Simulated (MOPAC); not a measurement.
MOPAC input (PM7):

```
PM7 FORCE THERMO(298,298) PRECISE LET GEO-OK AUX(PRECISION=9) THREADS=1
C4H6

C     0.59488950 1    1.73666864 1    0.00414394 1
C     0.61024194 1    0.40052904 1    0.00067122 1
C    -0.61046066 1   -0.40050950 1   -0.00067104 1
C    -0.59478688 1   -1.73665348 1   -0.00414395 1
H     1.48923877 1    2.34034183 1    0.00517127 1
H    -0.30778089 1    2.32775200 1    0.00621726 1
H     1.54940536 1   -0.15657785 1   -0.00133568 1
H    -1.54968960 1    0.15643540 1    0.00133548 1
H     0.30811099 1   -2.32740307 1   -0.00621656 1
H    -1.48888386 1   -2.34066808 1   -0.00517233 1
```

From the last part of the output:

```
     H   10   0.003291   0.069329   0.467275   4.309731

          HEAT OF FORMATION =      27.168098 KCALS/MOLE

          ZERO POINT ENERGY      50.184 KCAL/MOL

           NORMAL COORDINATE ANALYSIS (Total motion = 1 Angstrom)

   Root No.       1         2         3         4         5         6         7         8

                 1 Au      1 Bu      2 Au      1 Ag      1 Bg      2 Ag      3 Au      2 Bg

                  53.7     319.9     494.6     510.4     695.4     944.8     968.3    1004.6

           1   -0.0000   -0.0008    0.0000    0.0674   -0.0000    0.0287    0.0000    0.0000
           2    0.0000   -0.0515   -0.0000    0.0351    0.0000    0.0452   -0.0000   -0.0000
           3   -0.0568   -0.0000    0.0113    0.0000   -0.0028    0.0000    0.0057    0.0063
           4    0.0000   -0.0028   -0.0000    0.0605    0.0000    0.0180   -0.0000    0.0000
           5   -0.0000    0.0637    0.0000   -0.0344   -0.0000    0.0356    0.0000   -0.0000
           6    0.0622    0.0000   -0.0231   -0.0000    0.0467    0.0000   -0.0334    0.0515
           7    0.0000   -0.0028   -0.0000   -0.0605   -0.0000   -0.0180   -0.0000   -0.0000
           8   -0.0000    0.0637    0.0000    0.0344    0.0000   -0.0356    0.0000    0.0000
           9    0.0622    0.0000   -0.0231    0.0000   -0.0467   -0.0000   -0.0334   -0.0515
          10   -0.0000   -0.0008    0.0000   -0.0674    0.0000   -0.0287    0.0000   -0.0000
          11    0.0000   -0.0515   -0.0000   -0.0351   -0.0000   -0.0452   -0.0000    0.0000
          12   -0.0568   -0.0000    0.0113   -0.0000    0.0028   -0.0000    0.0057   -0.0063
          13   -0.0000    0.0921    0.0000   -0.0128   -0.0000    0.2149   -0.0000   -0.0000
          14    0.0000   -0.1148   -0.0000    0.0932    0.0000   -0.0950    0.0000    0.0000
          15   -0.0668   -0.0000    0.2157    0.0000   -0.2331   -0.0000   -0.0655   -0.0369
          16   -0.0000   -0.0902   -0.0000    0.1494    0.0000   -0.1324    0.0000   -0.0000
          17    0.0000   -0.1139    0.0000    0.0950   -0.0000   -0.0822   -0.0000    0.0000
          18   -0.1561   -0.0000   -0.1624   -0.0000    0.1667   -0.0000    0.1218   -0.1421
          19    0.0000    0.0409    0.0000    0.0824    0.0000   -0.0129    0.0000   -0.0000
          20   -0.0000    0.0828   -0.0000   -0.0116   -0.0000    0.0090   -0.0000    0.0000
          21    0.1582    0.0000    0.0875    0.0000    0.0507   -0.0000    0.2736   -0.2632
          22    0.0000    0.0409    0.0000   -0.0824   -0.0000    0.0129    0.0000    0.0000
          23   -0.0000    0.0828   -0.0000    0.0116    0.0000   -0.0090   -0.0000   -0.0000
          24    0.1581    0.0000    0.0875   -0.0000   -0.0507    0.0000    0.2736    0.2632
          25   -0.0000   -0.0902   -0.0000   -0.1494   -0.0000    0.1324    0.0000    0.0000
          26    0.0000   -0.1139    0.0000   -0.0950    0.0000    0.0822   -0.0000   -0.0000
          27   -0.1560   -0.0000   -0.1624    0.0000   -0.1667    0.0000    0.1218    0.1421
          28   -0.0000    0.0921    0.0000    0.0128    0.0000   -0.2149   -0.0000    0.0000
          29    0.0000   -0.1148   -0.0000   -0.0932   -0.0000    0.0950    0.0000   -0.0000
          30   -0.0668   -0.0000    0.2157   -0.0000    0.2331    0.0000   -0.0655    0.0369

   Root No.       9        10        11        12        13        14        15        16

                 2 Bu      4 Au      3 Bg      3 Ag      4 Ag      3 Bu      4 Bu      5 Ag

                1020.0    1088.3    1094.7    1275.0    1327.6    1342.9    1382.4    1403.6

           1    0.0021   -0.0000    0.0000    0.0224    0.0121   -0.0127   -0.0133    0.0262
           2    0.0375    0.0000   -0.0000   -0.0327   -0.0123    0.0226   -0.0006   -0.0059
           3    0.0000   -0.0523    0.0477   -0.0000   -0.0000    0.0000    0.0000   -0.0000
           4    0.0041    0.0000   -0.0000    0.0005    0.0040   -0.0116   -0.0160    0.0169
           5   -0.0182   -0.0000    0.0000    0.1139   -0.0029   -0.0326    0.0000    0.0223
           6   -0.0000    0.0170   -0.0294    0.0000   -0.0000   -0.0000    0.0000    0.0000
           7    0.0041    0.0000    0.0000   -0.0005   -0.0040   -0.0116   -0.0160   -0.0169
           8   -0.0182   -0.0000   -0.0000   -0.1139    0.0029   -0.0326    0.0000   -0.0223
           9   -0.0000    0.0170    0.0294   -0.0000    0.0000   -0.0000    0.0000   -0.0000
          10    0.0021   -0.0000   -0.0000   -0.0224   -0.0121   -0.0127   -0.0133   -0.0262
          11    0.0375    0.0000    0.0000    0.0327    0.0123    0.0226   -0.0006    0.0059
          12    0.0000   -0.0523   -0.0477    0.0000    0.0000   -0.0000    0.0000    0.0000
          13    0.1520    0.0000   -0.0000   -0.0116    0.0527    0.0469    0.1820   -0.1596
          14   -0.0809   -0.0000    0.0000    0.0136   -0.0379   -0.0262   -0.1299    0.1218
          15   -0.0000    0.2150   -0.1862   -0.0000   -0.0000    0.0000   -0.0000    0.0000
          16   -0.1457    0.0000   -0.0000    0.1981    0.0836   -0.0519    0.1856   -0.1320
          17   -0.0820   -0.0000    0.0000    0.1095    0.0350   -0.0104    0.1349   -0.1105
          18   -0.0000    0.2110   -0.1724    0.0000    0.0000    0.0000    0.0000   -0.0000
          19   -0.0797   -0.0000    0.0000    0.0219   -0.2707    0.2941   -0.0176   -0.0631
          20   -0.0675    0.0000   -0.0000    0.0999   -0.1747    0.1558    0.0012   -0.0353
          21   -0.0000   -0.0047    0.0643   -0.0000   -0.0000    0.0000    0.0000   -0.0000
          22   -0.0797   -0.0000   -0.0000   -0.0219    0.2707    0.2941   -0.0176    0.0631
          23   -0.0675    0.0000    0.0000   -0.0999    0.1747    0.1558    0.0012    0.0353
          24   -0.0000   -0.0047   -0.0643    0.0000    0.0000    0.0000    0.0000    0.0000
          25   -0.1457    0.0000    0.0000   -0.1981   -0.0836   -0.0519    0.1856    0.1320
          26   -0.0820   -0.0000   -0.0000   -0.1095   -0.0350   -0.0104    0.1349    0.1105
          27   -0.0000    0.2110    0.1724   -0.0000   -0.0000   -0.0000    0.0000    0.0000
          28    0.1520    0.0000    0.0000    0.0116   -0.0527    0.0469    0.1820    0.1596
          29   -0.0809   -0.0000   -0.0000   -0.0136    0.0379   -0.0262   -0.1299   -0.1218
          30   -0.0000    0.2150    0.1862    0.0000    0.0000   -0.0000   -0.0000   -0.0000

   Root No.      17        18        19        20        21        22        23        24

                 5 Bu      6 Ag      7 Ag      6 Bu      8 Ag      7 Bu      8 Bu      9 Ag

                1825.8    1841.6    2713.9    2714.5    2744.0    2766.5    2783.7    2788.1

           1   -0.1390   -0.1275    0.0004    0.0005    0.0001   -0.0055    0.0188   -0.0215
           2   -0.0030    0.0009   -0.0217   -0.0236    0.0121   -0.0099   -0.0016   -0.0002
           3    0.0000    0.0000   -0.0000   -0.0000    0.0000   -0.0000   -0.0000    0.0000
           4    0.1420    0.1615   -0.0056   -0.0036   -0.0125    0.0136    0.0033   -0.0013
           5    0.0074    0.0300    0.0042    0.0042    0.0168   -0.0222   -0.0050    0.0004
           6   -0.0000   -0.0000    0.0000   -0.0000   -0.0000    0.0000    0.0000   -0.0000
           7    0.1420   -0.1615    0.0056   -0.0036    0.0125    0.0136    0.0033    0.0013
           8    0.0074   -0.0300   -0.0042    0.0042   -0.0168   -0.0222   -0.0050   -0.0004
           9   -0.0000    0.0000   -0.0000    0.0000    0.0000   -0.0000   -0.0000    0.0000
          10   -0.1390    0.1275   -0.0004    0.0005   -0.0001   -0.0055    0.0188    0.0215
          11   -0.0030   -0.0009    0.0217   -0.0236   -0.0121   -0.0099   -0.0016    0.0002
          12    0.0000   -0.0000    0.0000   -0.0000   -0.0000    0.0000   -0.0000   -0.0000
          13   -0.0379   -0.0344    0.1064    0.1141   -0.0584    0.0781   -0.1047    0.1289
          14   -0.0686   -0.0496    0.1382    0.1487   -0.0778    0.1092   -0.1587    0.1939
          15   -0.0000   -0.0000    0.0000    0.0000   -0.0000    0.0000   -0.0000    0.0000
          16   -0.0309   -0.0346   -0.1114   -0.1210    0.0515   -0.0089   -0.1196    0.1302
          17    0.0699    0.0656    0.1438    0.1564   -0.0627    0.0004    0.1741   -0.1914
          18    0.0000    0.0000    0.0000    0.0000    0.0000   -0.0000    0.0000   -0.0000
          19    0.0335    0.0015    0.0595    0.0439    0.1539   -0.1657   -0.0394    0.0082
          20   -0.0545   -0.0737   -0.0984   -0.0736   -0.2440    0.2731    0.0624   -0.0100
          21   -0.0000   -0.0000   -0.0000   -0.0000   -0.0000    0.0000    0.0000   -0.0000
          22    0.0335   -0.0015   -0.0595    0.0439   -0.1539   -0.1657   -0.0394   -0.0082
          23   -0.0545    0.0737    0.0984   -0.0736    0.2440    0.2731    0.0624    0.0100
          24   -0.0000    0.0000    0.0000   -0.0000    0.0000    0.0000    0.0000    0.0000
          25   -0.0309    0.0346    0.1114   -0.1210   -0.0515   -0.0089   -0.1196   -0.1302
          26    0.0700   -0.0656   -0.1438    0.1564    0.0627    0.0004    0.1741    0.1914
          27    0.0000   -0.0000   -0.0000    0.0000   -0.0000    0.0000    0.0000    0.0000
          28   -0.0379    0.0344   -0.1064    0.1141    0.0584    0.0781   -0.1047   -0.1289
          29   -0.0686    0.0496   -0.1382    0.1487    0.0778    0.1092   -0.1587   -0.1939
          30   -0.0000    0.0000   -0.0000    0.0000    0.0000    0.0000   -0.0000   -0.0000

           MASS-WEIGHTED COORDINATE ANALYSIS (NORMAL COORDINATES)

   Root No.       1         2         3         4         5         6         7         8

                 1 Au      1 Bu      2 Au      1 Ag      1 Bg      2 Ag      3 Au      2 Bg

                  53.7     319.9     494.6     510.4     695.4     944.8     968.3    1004.6

           1   -0.0000   -0.0051    0.0000    0.3946   -0.0000    0.1922    0.0000    0.0000
           2    0.0000   -0.3466   -0.0000    0.2058    0.0000    0.3029   -0.0000   -0.0000
           3   -0.3727   -0.0000    0.0927    0.0000   -0.0203    0.0000    0.0425    0.0438
           4    0.0000   -0.0191   -0.0000    0.3545    0.0000    0.1204   -0.0000    0.0000
           5   -0.0000    0.4291    0.0000   -0.2015   -0.0000    0.2381    0.0000   -0.0000
           6    0.4084    0.0000   -0.1897   -0.0000    0.3423    0.0000   -0.2485    0.3585
           7    0.0000   -0.0191   -0.0000   -0.3545   -0.0000   -0.1204   -0.0000   -0.0000
           8   -0.0000    0.4291    0.0000    0.2015    0.0000   -0.2381    0.0000    0.0000
           9    0.4082    0.0000   -0.1896    0.0000   -0.3423   -0.0000   -0.2485   -0.3585
          10   -0.0000   -0.0051    0.0000   -0.3946    0.0000   -0.1922    0.0000   -0.0000
          11    0.0000   -0.3466   -0.0000   -0.2058   -0.0000   -0.3029   -0.0000    0.0000
          12   -0.3727   -0.0000    0.0926   -0.0000    0.0203   -0.0000    0.0425   -0.0438
          13   -0.0000    0.1798    0.0000   -0.0218   -0.0000    0.4168   -0.0000   -0.0000
          14    0.0000   -0.2240   -0.0000    0.1582    0.0000   -0.1843    0.0000    0.0000
          15   -0.1269   -0.0000    0.5129    0.0000   -0.4953   -0.0000   -0.1411   -0.0744
          16   -0.0000   -0.1761   -0.0000    0.2535    0.0000   -0.2569    0.0000   -0.0000
          17    0.0000   -0.2222    0.0000    0.1612   -0.0000   -0.1595   -0.0000    0.0000
          18   -0.2967   -0.0000   -0.3861   -0.0000    0.3542   -0.0000    0.2624   -0.2866
          19    0.0000    0.0798    0.0000    0.1398    0.0000   -0.0250    0.0000   -0.0000
          20   -0.0000    0.1615   -0.0000   -0.0197   -0.0000    0.0175   -0.0000    0.0000
          21    0.3006    0.0000    0.2080    0.0000    0.1078   -0.0000    0.5897   -0.5309
          22    0.0000    0.0798    0.0000   -0.1398   -0.0000    0.0250    0.0000    0.0000
          23   -0.0000    0.1615   -0.0000    0.0197    0.0000   -0.0175   -0.0000   -0.0000
```
